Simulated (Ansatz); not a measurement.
# CH₂Na radical (SMILES [CH2][Na]): single points off equilibrium

One table from this session's results is given with a row withheld; the runs are named, their logs left out.

Program: Ansatz 0.2.0, Gaussian basis. Level of theory: single points in def2-TZVPP. These are calculated values, not measurements.

Cores are frozen in the correlated methods. The outer core shell of Li, Na, Mg and K is correlated. Orbitals are unrestricted.

2 further runs of the same task are left out: 2 that didn't finish.

## The starting structure

4 atoms, charge 0, spin multiplicity 2.

Atoms are counted from 1 here; the program's logs count them from 0.

Bond lengths: C1–Na2 2.347 Å, C1–H3 1.101 Å, C1–H4 1.104 Å. Angles: Na2–C1–H3 125.1°, Na2–C1–H4 118.3°, H3–C1–H4 110.1°.

Coordinates:

```xyz
4
charge 0, multiplicity 2
C    -0.2014   -0.0166   -0.2414
Na    1.5727    0.2176    1.2770
H    -0.6360    0.8000   -0.8383
H    -0.3065   -0.9756   -0.7783
```

The first run:

File run/in.yaml:

```yaml
crystal:
  periodic: [false, false, false]
  atoms:
    - {symbol: C, position_ang: [-0.201362, -0.016612, -0.241439]}
    - {symbol: Na, position_ang: [1.572658, 0.217636, 1.277028]}
    - {symbol: H, position_ang: [-0.636009, 0.800006, -0.838284]}
    - {symbol: H, position_ang: [-0.306517, -0.975553, -0.778348]}
basis:
  gaussian: {orbitals: def2-TZVPP}
magnetization: {spin_polarized: true, initial_magnetization: 1}
hamiltonian: {xc: pbe, dispersion: d4}
output: {forces: true}
```

Command:

```bash
> ansatz run in.yaml --threads 2 --pin off --events-out ev --progress --plain --max-ram 3481MiB
```

Steps of the session up to this table: PBE-D4/def2-TZVPP; r2SCAN-D4/def2-TZVPP; PBE0-D4/def2-TZVPP; wB97M-V/def2-TZVPP; CCSD(T)/def2-TZVPP.

One table of the session follows, with a row left open; its other results are not shown here.

```
   method  RMS force component (eV/Å)  angle to CCSD(T) forces (°)  dipole (D)
   PBE-D4                       0.245                         20.9        5.85
r2SCAN-D4                           ?                            ?           ?
  PBE0-D4                       0.270                          4.5        6.47
  wB97M-V                       0.290                         11.1        6.68
  CCSD(T)                       0.283                    reference        6.79
```

**Question.** Estimate the row for r2SCAN-D4.

**Answer.** RMS force component (eV/Å): 0.262; angle to CCSD(T) forces (°): 2.3; dipole (D): 6.54. In the column «RMS force component (eV/Å)» it lies between PBE-D4 (0.245) and PBE0-D4 (0.270).
